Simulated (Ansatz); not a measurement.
Pulling the pair apart

The pair of OH⁻ (SMILES [OH-], atoms 1–2) and PH3 (SMILES P, atoms 3–6), both closed shells, in one local arrangement (a lower one may exist), relaxed at PBE0-D4/def2-TZVPD:

```
atom    x (Å)    y (Å)    z (Å)
  O1   0.3770   0.0247  -1.4916
  H2  -0.4172   0.1617  -2.0135
  P3  -0.3792   0.0343   0.3894
  H4   0.3457  -1.1745   0.5439
  H5  -0.5782  -0.0167   1.9167
  H6   0.6518   0.9707   0.6551
```

PH3 is shifted rigidly along the line between the mean atom positions of the two fragments (negative: closer). Counterpoise interaction energies in kJ/mol. Ansatz 0.2.0; basis: def2-TZVPPD; cores frozen in the correlated methods.

| shift (Å) | PBE-D4 | PBE0-D4 | r2SCAN-D4 |
| --- | --- | --- | --- |
| -0.20 | -83.6 | -93.4 | -88.4 |
| -0.10 | -96.3 | -103.3 | -100.0 |
| 0.00 | -101.5 | -106.0 | -104.0 |
| 0.10 | -101.8 | -104.1 | -103.3 |
| 0.24 | -97.3 | -97.3 | -97.8 |
| 0.51 | -82.3 | -79.4 | -81.4 |
| 1.01 | -52.7 | -48.0 | -50.2 |
| 2.03 | -20.3 | -16.2 | -17.0 |

(1) What does CCSD(T) give at these shifts? (An estimate is asked for; the value comes from the calculation.)

No T1 diagnostic of these runs exceeds 0.021.

## Answers

(1) The calculation gives: -62.9, -75.3, -80.2, -80.4, -76.3, -63.4, -39.3, -13.5 kJ/mol. For zero shift, CCSD(T) at an estimated basis limit (MP2 extrapolated from triple and quadruple zeta, plus CCSD(T) − MP2 in triple zeta) gives -92.4 kJ/mol. These are counterpoise interaction energies, counted from the two frozen fragments.

For scale, one of the runs: CCSD(T)/def2-TZVPPD, 156 basis functions, launched by `ansatz run in.yaml --threads 2 --pin off --events-out ev --progress --plain --max-ram 5222MiB`. Time: 12 s of wall clock on 2 CPU threads; the host was shared. Peak host memory: 1.1 GiB.
